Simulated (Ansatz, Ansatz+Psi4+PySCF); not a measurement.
```yaml
atoms:
  - { symbol: Si, position_ang: [0.0000, 0.0000, 0.1221] }
  - { symbol: H, position_ang: [0.0000, 1.0825, -0.9143] }
  - { symbol: H, position_ang: [0.0000, -1.0825, -0.9143] }
```

Basis set: cc-pVTZ on H; cc-pV(T+d)Z on Si (spherical functions). Frozen core: 5 orbitals. Charge 0, multiplicity 1.

Computed with Ansatz (development build ahead of 0.2.0); each method stands on the lowest determinant of its kind that the runs found. Restricted open shells among the atoms or ions are ROHF, correlated in semicanonical orbitals with singles.

Q: Give the atomization energy at this shape (free ground-state atoms in the same class of orbitals less the molecule, no zero-point energy) of singlet SiH₂ by RHF-CCSD(T), RHF-MP2, RHF.

A:

```csv
method,atomization energy
RHF-CCSD(T),6.50 eV
RHF-MP2,6.22 eV
RHF,4.90 eV
```
